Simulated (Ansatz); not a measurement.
## Multireference treatment of C3H3N, singlet

Computed with Ansatz's Gaussian-basis code (development build). Basis cc-pVDZ, nonrelativistic, 4 orbitals frozen in the corrections. State-specific CASSCF; RHF is the lowest restricted (open-shell) Hartree–Fock solution met. Letters tell apart solutions met in one space. Solutions may break the symmetry of the shape. The lowest solution met needn't be the lowest there is, nor hold the orbitals that a chemist would pick.

Geometry:

```xyz
7

C    -0.1616   -1.6386    0.0000
C     0.5850   -0.5250    0.0000
C     0.0000    0.7823    0.0000
H    -1.2452   -1.5982    0.0000
H     0.3060   -2.6164    0.0000
H     1.6699   -0.5721    0.0000
N    -0.4673    1.8678    0.0000
```

CASSCF less RHF, in eV, and natural occupations:

```csv
CAS,CASSCF,occupations
"(4,4) a",-2.237,"1.93, 1.93, 0.07, 0.07"
"(4,4) b",-1.556,"1.94, 1.90, 0.11, 0.05"
```

Q: What totals less RHF do the corrections give on each solution?

A: 

| CAS | SC-NEVPT2 |
| --- | --- |
| (4,4) a | -14.487 |
| (4,4) b | -14.873 |

Q: In CAS(4,4), is the solution lowest in CASSCF also lowest after SC-NEVPT2?

A: No: (4,4) b is lowest after SC-NEVPT2, 0.39 eV under (4,4) a, which leads in CASSCF.

Q: Roughly how much CPU time does a whole run from the default start take (median of such runs, summed over threads; nearly all runs on one pinned thread of a shared server, mostly Xeon at 2.3 to 2.6 GHz, by a development driver)?

A: CAS(4,4) b: about 4.7 s. Other jobs ran beside these, and the count of passes differs.
